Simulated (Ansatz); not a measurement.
# Palladium, fcc: convergence with cold smearing

Computed with Ansatz, PBE, scalar-relativistic PAW, on the relaxed cell (a = 3.947 Å; spin not included). Errors count from a run at 420 eV on a Γ-centred 22×22×22 mesh with Fermi-Dirac smearing of 0.1 eV, extrapolated to zero width. Fixed here: cutoff 420 eV, mesh 14×14×14. The SCF starts from atomic densities corrected by a trained network.

```tsv
width (eV)	E(σ→0) error (meV/atom)	F error (meV/atom)	P (GPa)	SCF iterations
0.01	13.6	13.6	-0.47	6
0.03	13.7	13.7	-0.45	5
0.1	13.6	13.4	-0.41	5
0.2	13.7	11.6	-0.39	5
0.3	11.2	8.3	-0.44	5
0.6	0.6	8.3	-1.14	5
```

Problem. What does the run at 1.0 give (width)?

Solution. E(σ→0) error (meV/atom): -6.4; F error (meV/atom): 48.8; P (GPa): -3.15; SCF iterations: 5.
